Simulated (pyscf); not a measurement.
This saddle point was located with ωB97X-D3(BJ)/def2-SVP in PySCF.

```xyz
8

O      0.9640     0.5478    -1.6026
Os     0.0006     0.3010    -0.2446
O      0.9514     0.8539     1.0331
O     -1.3334     1.2888    -0.4872
O     -0.2122    -1.4778    -0.5700
O     -1.1276    -0.6958     1.3004
H     -0.7485    -1.5934     0.4193
H     -0.7865    -0.6320     2.2017
```
Charge 0, spin multiplicity 1.

Surface: singlet, charge 0. Lowest wavenumbers (cm⁻¹): 1169i, 137, 292, 301, 337.

### Question
Name the species on either side of this saddle.

### Answer
`[O]=[Os](=[O])(=[O])=[O]` + `[OH2]` <-> `[O]=[Os](=[O])(=[O])([OH])[OH]`, an addition across a multiple bond or ene-type step read from left to right: H–O broken and O–Os, H–O formed. At ωB97M-D3(BJ)/def2-TZVP it lies +1.23 eV from the left side and +0.50 eV from the right (each side as separated species at their lowest minima found). On the reactant side the descent ends in a complex (not fully relaxed), 0.26 eV under the separated species and 1.44 eV under the saddle at ωB97X-D3(BJ)/def2-TZVP. This is the saddle that the search found; another between the same sides may lie lower. Elements past Kr carry the def2 core potentials, without spin-orbit coupling.
